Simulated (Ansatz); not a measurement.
**How far each method lies from full CI for Li2, singlet**

Geometry: MP2(full)/6-31G*, from the G2/97 set.

```xyz
2

Li    0.0000    0.0000    0.0000
Li    0.0000    0.0000    2.7731
```

Basis cc-pVTZ; Ansatz 0.2.0. Only valence electrons are correlated (noble-gas cores frozen), which leaves 2 electrons in 58 orbitals. R marks a restricted (for open shells ROHF) determinant, U an unrestricted one. Active spaces: valence = (2e, 8o) chosen from the atoms' valence shells. The metal's outer-core shells are frozen, which leaves out core–valence correlation.

Full CI is exact within this basis and frozen core; it isn't the basis-set limit. The frozen core follows each run's orbitals, which can shift R against U totals by a few meV.

With two correlated electrons CCSD is exact, so what parts a cluster row from full CI is its frozen core alone.

- UHF ⟨S²⟩: 0.286
- T1 diagnostic (RCCSD): 0.0161
- largest doubles amplitude (RCCSD): 0.094

| level | E − E(full CI) (kJ/mol) | share of correlation (%) | wall time |
| --- | --- | --- | --- |
| RHF | 82.4 | 0.00 | – |
| RMP2 | 27.6 | 66.55 | – |
| RCCSD | 0.0 | 100.00 | 0.9 s |
| RCCSD(T) | 0.0 | 100.00 | 0.9 s |
| BCCD(T) | 0.0 | 100.00 | 0.48 s |
| CASSCF (valence space) | 0.7 | 99.10 | – |
| NEVPT2 (valence space) | 0.3 | 99.69 | 1.1 s |
| MRCISD (valence space) | 0.0 | 99.99 | – |
| MRCISD+Q (valence space) | 0.0 | 99.99 | 2.6 s |
| MRCISD+Q(relaxed) (valence space) | 0.0 | 100.03 | 3.2 s |

The correlation energy at full CI, counted from RHF, is -0.854 eV. That run took 1.1 s on 1 thread of AMD EPYC 7R43, shared host over 502 determinants.

Run but not shown, since their state, orbitals or frozen core can't be matched to the reference's or they repeat it: UHF.

Times hold each run's SCF and search for its determinant on a shared host, so for small cases they say little of a method's own cost; they ran on 1 thread of AMD EPYC 7R43. Some runs computed forces too.

The full-CI state has the irrep Ag of D2h, in the program's axes (one component, if the state is degenerate).

Natural occupations of full CI about the gap: 1.815 0.059 0.059 0.035 0.031 0.000 0.000 0.000 0.000 0.000; effectively unpaired electrons, Σ n²(2−n)², 0.15.

Atomization energy (electronic, same basis, no zero-point term; atoms at the same level, unrestricted beside the R rows where the molecule is a closed shell, with restricted open-shell steps beyond CCSDT(Q)) at full CI: 98.9 kJ/mol. Errors of other levels:

| level | error (kJ/mol) |
| --- | --- |
| RHF | -82.4 |
| RMP2 | -27.6 |
| RCCSD | 0.0 |
| RCCSD(T) | 0.0 |
| BCCD(T) | 0.0 |
| CASSCF (valence space) | -0.7 |
| NEVPT2 (valence space) | -0.3 |
| MRCISD (valence space) | 0.0 |
| MRCISD+Q (valence space) | 0.0 |
| MRCISD+Q(relaxed) (valence space) | 0.0 |

This basis is far from its limit, so the value isn't to be set against a measured one. Truncated CI isn't size-consistent, which counts against it in atomization.
